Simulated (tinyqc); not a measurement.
Inside a calculation. Method: CCSD on RHF in the sto-3g basis, frozen core, for H2F+, spin multiplicity 1. Computed by tinyqc, a small Python program that keeps every step (integrals from PySCF). Settings: charge = 1, multiplicity = 1, basis = sto-3g, method = RHF, frozen orbitals = 1, energy threshold = 1e-10, iteration cap = 75, orthogonalisation = symmetric, start = Wolfsberg-Helmholz matrix, DIIS depth = 6, amplitude equations = CCSD, DIIS depth for amplitudes = 0, cap on updates = 69. Command: `OMP_NUM_THREADS=1 python tinyqc.py 21882 21883 out.jsonl` (the two numbers bound the seeds that draw the settings). One thread of a shared host (Intel(R) Xeon(R) Processor @ 2.60GHz), about 0.3 s of CPU time with the checks. The early iterations of the SCF are left out here.

## One-electron integrals

Geometry (angstrom):
```
atom,x,y,z
F,0.000000,0.000000,0.000000
H,0.000000,1.007000,0.605000
H,0.000000,-1.007000,0.605000
```

Basis sto-3g: exponents (1/bohr^2) and contraction coefficients of normalised primitives:
```
element,l (shell),exponent,coefficient
F,s (1),166.679130,0.154329
F,s (1),30.360812,0.535328
F,s (1),8.216821,0.444635
F,s (2),6.464803,-0.099967
F,s (2),1.502281,0.399513
F,s (2),0.488588,0.700115
F,p (3),6.464803,0.155916
F,p (3),1.502281,0.607684
F,p (3),0.488588,0.391957
H,s (1),3.425251,0.154329
H,s (1),0.623914,0.535328
H,s (1),0.168855,0.444635
```

Overlap, kinetic and nuclear-attraction integrals over the contracted functions; the nuclear repulsion is the sum of Za Zb / Rab.

nuclear repulsion = 8.37091199 hartree

overlap S, lower triangle:
```
,1F 1s,1F 2s,1F 2px,1F 2py,1F 2pz,2H 1s,3H 1s
1F 1s,1.000000
1F 2s,0.237990,1.000000
1F 2px,0.000000,0.000000,1.000000
1F 2py,0.000000,0.000000,0.000000,1.000000
1F 2pz,0.000000,0.000000,0.000000,0.000000,1.000000
2H 1s,0.026718,0.296043,0.000000,0.218844,0.131480,1.000000
3H 1s,0.026718,0.296043,0.000000,-0.218844,0.131480,0.116503,1.000000
```

kinetic energy T (hartree), lower triangle:
```
,1F 1s,1F 2s,1F 2px,1F 2py,1F 2pz,2H 1s,3H 1s
1F 1s,36.984577
1F 2s,-0.212858,1.037995
1F 2px,0.000000,0.000000,3.248015
1F 2py,0.000000,0.000000,0.000000,3.248015
1F 2pz,0.000000,0.000000,0.000000,0.000000,3.248015
2H 1s,-0.007705,0.029799,0.000000,0.097520,0.058590,0.760032
3H 1s,-0.007705,0.029799,0.000000,-0.097520,0.058590,-0.010271,0.760032
```

nuclear attraction V (hartree), lower triangle:
```
,1F 1s,1F 2s,1F 2px,1F 2py,1F 2pz,2H 1s,3H 1s
1F 1s,-77.910487
1F 2s,-9.391215,-12.441255
1F 2px,0.000000,0.000000,-12.307481
1F 2py,0.000000,0.000000,0.000000,-12.397899
1F 2pz,-0.009450,-0.117324,0.000000,0.000000,-12.340118
2H 1s,-1.079611,-2.673469,0.000000,-1.691702,-1.041109,-5.480847
3H 1s,-1.079611,-2.673469,0.000000,1.691702,-1.041109,-0.744385,-5.480847
```

core Hamiltonian H = T + V (hartree), lower triangle:
```
,1F 1s,1F 2s,1F 2px,1F 2py,1F 2pz,2H 1s,3H 1s
1F 1s,-40.925910
1F 2s,-9.604073,-11.403259
1F 2px,0.000000,0.000000,-9.059466
1F 2py,0.000000,0.000000,0.000000,-9.149885
1F 2pz,-0.009450,-0.117324,0.000000,0.000000,-9.092103
2H 1s,-1.087316,-2.643669,0.000000,-1.594182,-0.982520,-4.720815
3H 1s,-1.087316,-2.643669,0.000000,1.594182,-0.982520,-0.754656,-4.720815
```

## Two-electron integrals

Functions are numbered as in S; the eight-fold symmetry (ij|kl) = (ji|kl) = (kl|ij) leaves the list below.

Two-electron integrals (ij|kl) in chemists' order, unique and non-zero (hartree):
```
i,j,k,l,(ij|kl)
1,1,1,1,5.403501
2,1,1,1,0.841920
2,1,2,1,0.156299
2,2,1,1,1.268028
2,2,2,1,0.292344
2,2,2,2,0.926167
3,1,3,1,0.027998
3,2,3,1,0.043169
3,2,3,2,0.204588
3,3,1,1,1.264502
3,3,2,1,0.292403
3,3,2,2,0.925959
3,3,3,3,0.997514
4,1,4,1,0.027998
4,2,4,1,0.043169
4,2,4,2,0.204588
4,3,4,3,0.053770
4,4,1,1,1.264502
4,4,2,1,0.292403
4,4,2,2,0.925959
4,4,3,3,0.889973
4,4,4,4,0.997514
5,1,5,1,0.027998
5,2,5,1,0.043169
5,2,5,2,0.204588
5,3,5,3,0.053770
5,4,5,4,0.053770
5,5,1,1,1.264502
5,5,2,1,0.292403
5,5,2,2,0.925959
5,5,3,3,0.889973
5,5,4,4,0.889973
5,5,5,5,0.997514
6,1,1,1,0.095664
6,1,2,1,0.017622
6,1,2,2,0.032795
6,1,3,3,0.032745
6,1,4,1,0.000608
6,1,4,2,0.001147
6,1,4,4,0.032860
6,1,5,1,0.000365
6,1,5,2,0.000689
6,1,5,4,0.000069
6,1,5,5,0.032786
6,1,6,1,0.002007
6,2,1,1,0.259963
6,2,2,1,0.060816
6,2,2,2,0.217101
6,2,3,3,0.213836
6,2,4,1,0.003543
6,2,4,2,0.028507
6,2,4,4,0.220874
6,2,5,1,0.002129
6,2,5,2,0.017127
6,2,5,4,0.004229
6,2,5,5,0.216376
6,2,6,1,0.006965
6,2,6,2,0.064436
6,3,3,1,0.006150
6,3,3,2,0.037265
6,3,4,3,0.005887
6,3,5,3,0.003537
6,3,6,3,0.009242
6,4,1,1,0.157978
6,4,2,1,0.037411
6,4,2,2,0.142987
6,4,3,3,0.137020
6,4,4,1,0.008047
6,4,4,2,0.054917
6,4,4,4,0.153177
6,4,5,1,0.001140
6,4,5,2,0.010606
6,4,5,4,0.006170
6,4,5,5,0.138601
6,4,6,1,0.004449
6,4,6,2,0.052160
6,4,6,4,0.051192
6,5,1,1,0.094913
6,5,2,1,0.022476
6,5,2,2,0.085906
6,5,3,3,0.082321
6,5,4,1,0.001140
6,5,4,2,0.010606
6,5,4,4,0.084953
6,5,5,1,0.006835
6,5,5,2,0.043637
6,5,5,4,0.007469
6,5,5,5,0.090345
6,5,6,1,0.002673
6,5,6,2,0.031338
6,5,6,4,0.025203
6,5,6,5,0.024384
6,6,1,1,0.443305
6,6,2,1,0.105378
6,6,2,2,0.434911
6,6,3,3,0.421128
6,6,4,1,0.007114
6,6,4,2,0.081832
6,6,4,4,0.451203
6,6,5,1,0.004274
6,6,5,2,0.049164
6,6,5,4,0.018069
6,6,5,5,0.431984
6,6,6,1,0.012122
6,6,6,2,0.171587
6,6,6,4,0.161930
6,6,6,5,0.097287
6,6,6,6,0.774606
7,1,1,1,0.095664
7,1,2,1,0.017622
7,1,2,2,0.032795
7,1,3,3,0.032745
7,1,4,1,-0.000608
7,1,4,2,-0.001147
7,1,4,4,0.032860
7,1,5,1,0.000365
7,1,5,2,0.000689
7,1,5,4,-0.000069
7,1,5,5,0.032786
7,1,6,1,0.001979
7,1,6,2,0.006760
7,1,6,4,0.003998
7,1,6,5,0.002597
7,1,6,6,0.011696
7,1,7,1,0.002007
7,2,1,1,0.259963
7,2,2,1,0.060816
7,2,2,2,0.217101
7,2,3,3,0.213836
7,2,4,1,-0.003543
7,2,4,2,-0.028507
7,2,4,4,0.220874
7,2,5,1,0.002129
7,2,5,2,0.017127
7,2,5,4,-0.004229
7,2,5,5,0.216376
7,2,6,1,0.006760
7,2,6,2,0.050972
7,2,6,4,0.028722
7,2,6,5,0.023967
7,2,6,6,0.108213
7,2,7,1,0.006965
7,2,7,2,0.064436
7,3,3,1,0.006150
7,3,3,2,0.037265
7,3,4,3,-0.005887
7,3,5,3,0.003537
7,3,6,3,0.007012
7,3,7,3,0.009242
7,4,1,1,-0.157978
7,4,2,1,-0.037411
7,4,2,2,-0.142987
7,4,3,3,-0.137020
7,4,4,1,0.008047
7,4,4,2,0.054917
7,4,4,4,-0.153177
7,4,5,1,-0.001140
7,4,5,2,-0.010606
7,4,5,4,0.006170
7,4,5,5,-0.138601
7,4,6,1,-0.003998
7,4,6,2,-0.028722
7,4,6,4,-0.009543
7,4,6,5,-0.013281
7,4,6,6,-0.057191
7,4,7,1,-0.004449
7,4,7,2,-0.052160
7,4,7,4,0.051192
7,5,1,1,0.094913
7,5,2,1,0.022476
7,5,2,2,0.085906
7,5,3,3,0.082321
7,5,4,1,-0.001140
7,5,4,2,-0.010606
7,5,4,4,0.084953
7,5,5,1,0.006835
7,5,5,2,0.043637
7,5,5,4,-0.007469
7,5,5,5,0.090345
7,5,6,1,0.002597
7,5,6,2,0.023967
7,5,6,4,0.013281
7,5,6,5,0.018154
7,5,6,6,0.055790
7,5,7,1,0.002673
7,5,7,2,0.031338
7,5,7,4,-0.025203
7,5,7,5,0.024384
7,6,1,1,0.068394
7,6,2,1,0.016162
7,6,2,2,0.063220
7,6,3,3,0.062090
7,6,4,4,0.063385
7,6,5,1,0.000894
7,6,5,2,0.008836
7,6,5,5,0.064117
7,6,6,1,0.001830
7,6,6,2,0.018705
7,6,6,4,0.013378
7,6,6,5,0.010441
7,6,6,6,0.054379
7,6,7,1,0.001830
7,6,7,2,0.018705
7,6,7,4,-0.013378
7,6,7,5,0.010441
7,6,7,6,0.006983
7,7,1,1,0.443305
7,7,2,1,0.105378
7,7,2,2,0.434911
7,7,3,3,0.421128
7,7,4,1,-0.007114
7,7,4,2,-0.081832
7,7,4,4,0.451203
7,7,5,1,0.004274
7,7,5,2,0.049164
7,7,5,4,-0.018069
7,7,5,5,0.431984
7,7,6,1,0.011696
7,7,6,2,0.108213
7,7,6,4,0.057191
7,7,6,5,0.055790
7,7,6,6,0.261907
7,7,7,1,0.012122
7,7,7,2,0.171587
7,7,7,4,-0.161930
7,7,7,5,0.097287
7,7,7,6,0.054379
7,7,7,7,0.774606
```

## Orthogonalisation

S = U s U^T; symmetric (Loewdin) form X = U s^(-1/2) U^T, so that X^T S X = 1.

eigenvalues of S: 0.548704  0.626822  0.909462  1.000000  1.083353  1.256675  1.574984

X, lower triangle:
```
,1F 1s,1F 2s,1F 2px,1F 2py,1F 2pz,2H 1s,3H 1s
1F 1s,1.023236
1F 2s,-0.131689,1.095595
1F 2px,0.000000,0.000000,1.000000
1F 2py,0.000000,0.000000,0.000000,1.043246
1F 2pz,-0.003574,0.031814,0.000000,0.000000,1.013785
2H 1s,0.014772,-0.158590,0.000000,-0.128913,-0.068998,1.067714
3H 1s,0.014772,-0.158590,0.000000,0.128913,-0.068998,-0.044160,1.067714
```

## Iteration 7 (converged): orbitals

converged F (hartree), lower triangle:
```
,1F 1s,1F 2s,1F 2px,1F 2py,1F 2pz,2H 1s,3H 1s
1F 1s,-26.524333
1F 2s,-6.765359,-3.535422
1F 2px,0.000000,0.000000,-0.965870
1F 2py,0.000000,0.000000,0.000000,-0.846778
1F 2pz,-0.018456,-0.068199,0.000000,0.000000,-0.899381
2H 1s,-0.773714,-0.863372,0.000000,-0.451804,-0.313779,-0.650684
3H 1s,-0.773714,-0.863372,0.000000,0.451804,-0.313779,-0.191627,-0.650684
```

Diagonalise F' = X^T F X, C = X C', fill 5 alpha and 5 beta electrons from the bottom; D = 2 C_occ C_occ^T. Each column has its largest component positive (the first on a tie).

F' = X^T F X (hartree), lower triangle:
```
,1,2,3,4,5,6,7
1,-26.049653
2,-3.423986,-2.257608
3,0.000000,0.000000,-0.965870
4,0.000000,0.000000,0.000000,-0.693811
5,-0.033399,0.024908,0.000000,0.000000,-0.844400
6,-0.064540,-0.361663,0.000000,-0.359411,-0.225732,-0.377067
7,-0.064540,-0.361663,0.000000,0.359411,-0.225732,-0.040445,-0.377067
```

orbital energies (hartree): MO1 -26.533647, MO2 -1.939975, MO3 -1.053963, MO4 -0.974964, MO5 -0.965870, MO6 -0.120586, MO7 0.023530

coefficients C:
```
,MO1,MO2,MO3,MO4,MO5,MO6,MO7
1F 1s,0.994886,-0.253960,0.000000,0.052019,0.000000,0.088336,0.000000
1F 2s,0.021401,0.972632,0.000000,-0.257498,0.000000,-0.506171,0.000000
1F 2px,0.000000,0.000000,0.000000,0.000000,1.000000,0.000000,0.000000
1F 2py,0.000000,0.000000,0.745819,0.000000,0.000000,0.000000,0.751900
1F 2pz,0.001548,0.067919,0.000000,0.886786,0.000000,-0.497294,0.000000
2H 1s,-0.003130,0.076910,0.349360,0.225299,0.000000,0.705178,-0.716029
3H 1s,-0.003130,0.076910,-0.349360,0.225299,0.000000,0.705178,0.716029
```

D after iteration 7, lower triangle:
```
,1F 1s,1F 2s,1F 2px,1F 2py,1F 2pz,2H 1s,3H 1s
1F 1s,2.113999
1F 2s,-0.478225,2.025552
1F 2px,0.000000,0.000000,2.000000
1F 2py,0.000000,0.000000,0.000000,1.112493
1F 2pz,0.060843,-0.324504,0.000000,0.000000,1.582008
2H 1s,-0.021851,0.033448,0.000000,0.521119,0.410022,0.357474
3H 1s,-0.021851,0.033448,0.000000,-0.521119,0.410022,-0.130736,0.357474
```

## Convergence

Stop when the energy changes by less than 1e-10 hartree and every element of the error matrix X^T (F D S - S D F) X is below 3e-06.

Course of the cycle:
```
iteration,E (hartree),change,largest element of the error matrix
1,-98.49700733,-,4.06e-01
2,-98.78771129,-2.91e-01,1.10e-01
3,-98.80052800,-1.28e-02,2.02e-02
4,-98.80110023,-5.72e-04,2.98e-03
5,-98.80112509,-2.49e-05,1.25e-03
6,-98.80112939,-4.30e-06,7.01e-06
7,-98.80112939,-6.52e-11,1.18e-07
```

PySCF RHF in the same basis = -98.80112939 hartree

Converged in 7 iterations.

## Integrals over molecular orbitals

(pq|rs) = sum C_ip C_jq C_kr C_ls (ij|kl), one index at a time.

one-electron integrals over orbitals h = C^T H C (hartree), lower triangle:
```
,1,2,3,4,5,6,7
1,-40.908474
2,0.701913,-9.531087
3,0.000000,0.000000,-7.719267
4,-0.132861,0.345944,0.000000,-8.485328
5,0.000000,0.000000,0.000000,0.000000,-9.059466
6,-0.236197,1.180188,0.000000,1.535198,0.000000,-5.252675
7,0.000000,0.000000,-2.281654,0.000000,0.000000,0.000000,-5.806685
```

Two-electron integrals over orbitals (pq|rs), unique and non-zero (hartree); the lowest 1 orbital is frozen and left out:
```
p,q,r,s,(pq|rs)
2,2,2,2,0.861044
3,2,3,2,0.149398
3,3,2,2,0.736023
3,3,3,3,0.698308
4,2,2,2,-0.012032
4,2,3,3,-0.007147
4,2,4,2,0.164144
4,3,3,2,0.009457
4,3,4,3,0.047950
4,4,2,2,0.815400
4,4,3,3,0.688258
4,4,4,2,-0.078536
4,4,4,4,0.861486
5,2,5,2,0.185206
5,3,5,3,0.036590
5,4,5,2,-0.028008
5,4,5,4,0.050886
5,5,2,2,0.886039
5,5,3,3,0.725494
5,5,4,2,-0.048837
5,5,4,4,0.823606
5,5,5,5,0.997514
6,2,2,2,-0.127698
6,2,3,3,-0.077199
6,2,4,2,-0.048572
6,2,4,4,-0.090267
6,2,5,5,-0.132182
6,2,6,2,0.064429
6,3,3,2,0.025194
6,3,4,3,0.020808
6,3,6,3,0.074284
6,4,2,2,-0.160744
6,4,3,3,-0.091607
6,4,4,2,0.008593
6,4,4,4,-0.163849
6,4,5,5,-0.164993
6,4,6,2,0.057008
6,4,6,4,0.084769
6,5,5,2,-0.045979
6,5,5,4,-0.011577
6,5,6,5,0.021603
6,6,2,2,0.527360
6,6,3,3,0.519217
6,6,4,2,0.059533
6,6,4,4,0.508331
6,6,5,5,0.509014
6,6,6,2,-0.040155
6,6,6,4,-0.020224
6,6,6,6,0.518427
7,2,3,2,0.074464
7,2,4,3,-0.017494
7,2,6,3,-0.021752
7,2,7,2,0.058936
7,3,2,2,0.230011
7,3,3,3,0.168672
7,3,4,2,-0.050479
7,3,4,4,0.206496
7,3,5,5,0.245093
7,3,6,2,-0.063407
7,3,6,4,-0.096786
7,3,6,6,0.010793
7,3,7,3,0.168268
7,4,3,2,-0.047167
7,4,4,3,0.004815
7,4,6,3,-0.046931
7,4,7,2,-0.010447
7,4,7,4,0.046992
7,5,5,3,0.025843
7,5,7,5,0.020007
7,6,3,2,-0.083865
7,6,4,3,-0.053716
7,6,6,3,-0.093662
7,6,7,2,0.001493
7,6,7,4,0.061523
7,6,7,6,0.167765
7,7,2,2,0.586486
7,7,3,3,0.583500
7,7,4,2,0.005425
7,7,4,4,0.564751
7,7,5,5,0.576230
7,7,6,2,-0.038118
7,7,6,4,-0.032202
7,7,6,6,0.512854
7,7,7,3,0.069518
7,7,7,7,0.549440
```

## CCSD: starting amplitudes

t_ij^ab = <ij||ab> / (e_i + e_j - e_a - e_b), whose energy is MP2.

Starting amplitudes (spin orbitals 1a, 1b, ...; amplitudes related by a flip of all spins are not repeated):
```
from,to,t
3a 3b,7a 7b,-0.078083
3a 4b,6b 7a,-0.050100
4a 4b,6a 6b,-0.049609
3a 3b,6a 6b,-0.039793
3a 4a,6a 7a,-0.025807
3a 4b,6a 7b,0.024293
4a 4b,7a 7b,-0.023531
2a 3b,6a 7b,0.021888
2a 4b,6a 6b,-0.021321
2a 2b,6a 6b,-0.017706
2a 2b,7a 7b,-0.015008
2a 3a,6a 7a,0.014379
5a 5b,6a 6b,-0.012779
5a 5b,7a 7b,-0.010111
2a 3b,6b 7a,-0.007509
2a 4b,7a 7b,0.003527
```

correlation energy = -0.04526583 hartree

## CCSD: amplitude update 1

t_i^a D_i^a and t_ij^ab D_ij^ab are set to the remaining terms of the spin-orbital equations, evaluated with the old amplitudes; for the doubles these are <ij||ab> + 1/2 <ab||ef> t_ij^ef + 1/2 <mn||ij> t_mn^ab + P(ij)P(ab) <mb||ej> t_im^ae + terms in t^2 + terms with t1, D the orbital-energy denominators.

Amplitudes after update 1 (spin orbitals 1a, 1b, ...; amplitudes related by a flip of all spins are not repeated):
```
from,to,t
3a 3b,7a 7b,-0.096450
3a 4b,6b 7a,-0.060778
4a 4b,6a 6b,-0.057320
3a 3b,6a 6b,-0.051262
3a 4b,6a 7b,0.035446
4a 4b,7a 7b,-0.028441
2a 4b,6a 6b,-0.027674
2a 3b,6a 7b,0.026842
4a,6a,0.026485
3a 4a,6a 7a,-0.025332
3a,7a,-0.017835
2a 2b,6a 6b,-0.016301
2a 3a,6a 7a,0.014180
2a 2b,7a 7b,-0.014126
2a 3b,6b 7a,-0.012662
5a 5b,6a 6b,-0.011623
5a 5b,7a 7b,-0.009020
2a,6a,0.004167
2a 4b,7a 7b,0.001852
```

correlation energy = -0.05421438 hartree

## CCSD: amplitude update 2

As before.

Amplitudes after update 2 (spin orbitals 1a, 1b, ...; amplitudes related by a flip of all spins are not repeated):
```
from,to,t
3a 3b,7a 7b,-0.103655
3a 4b,6b 7a,-0.066244
4a 4b,6a 6b,-0.064312
3a 3b,6a 6b,-0.056199
3a 4b,6a 7b,0.042026
4a,6a,0.038275
4a 4b,7a 7b,-0.031970
2a 4b,6a 6b,-0.029895
2a 3b,6a 7b,0.027869
3a 4a,6a 7a,-0.024218
3a,7a,-0.022015
2a 2b,6a 6b,-0.016843
2a 3b,6b 7a,-0.014571
2a 2b,7a 7b,-0.014209
2a 3a,6a 7a,0.013298
5a 5b,6a 6b,-0.011815
5a 5b,7a 7b,-0.008820
2a,6a,0.004871
2a 4b,7a 7b,0.001330
```

correlation energy = -0.05832120 hartree

## CCSD: convergence

E_corr = 1/4 sum <ij||ab> t_ij^ab + 1/2 sum <ij||ab> t_i^a t_j^b; stop when the norm of the change is below 1e-8.

Course of the amplitude iterations:
```
update,correlation energy (hartree),norm of the change
0,-0.04526583,-
1,-0.05421438,8.35e-02
2,-0.05832120,3.93e-02
3,-0.06000735,1.94e-02
4,-0.06078583,1.03e-02
5,-0.06115949,5.75e-03
6,-0.06134799,3.30e-03
7,-0.06144680,1.93e-03
8,-0.06150031,1.14e-03
9,-0.06153005,6.76e-04
10,-0.06154693,4.02e-04
11,-0.06155665,2.40e-04
12,-0.06156231,1.43e-04
13,-0.06156563,8.58e-05
...,...,...
18,-0.06157012,6.59e-06
19,-0.06157027,3.95e-06
20,-0.06157035,2.37e-06
21,-0.06157041,1.42e-06
22,-0.06157044,8.49e-07
23,-0.06157046,5.09e-07
24,-0.06157047,3.05e-07
25,-0.06157048,1.83e-07
26,-0.06157048,1.09e-07
27,-0.06157048,6.55e-08
28,-0.06157048,3.92e-08
29,-0.06157048,2.35e-08
30,-0.06157048,1.41e-08
31,-0.06157048,8.44e-09
```

Converged amplitudes (spin orbitals 1a, 1b, ...; amplitudes related by a flip of all spins are not repeated):
```
from,to,t
3a 3b,7a 7b,-0.107851
4a 4b,6a 6b,-0.074414
3a 4b,6b 7a,-0.071476
3a 3b,6a 6b,-0.057530
4a,6a,0.054445
3a 4b,6a 7b,0.049314
4a 4b,7a 7b,-0.035695
2a 4b,6a 6b,-0.032385
2a 3b,6a 7b,0.027687
3a,7a,-0.022228
3a 4a,6a 7a,-0.022163
2a 2b,6a 6b,-0.017236
2a 3b,6b 7a,-0.015906
2a 2b,7a 7b,-0.013637
2a 3a,6a 7a,0.011781
5a 5b,6a 6b,-0.011715
5a 5b,7a 7b,-0.008329
2a,6a,0.004076
2a 4b,7a 7b,0.000626
```

CCSD total energy = -98.86269988 hartree

T1 diagnostic, norm of the one-spin t1 over sqrt(correlated electrons) = 0.020841

Converged in 31 updates.
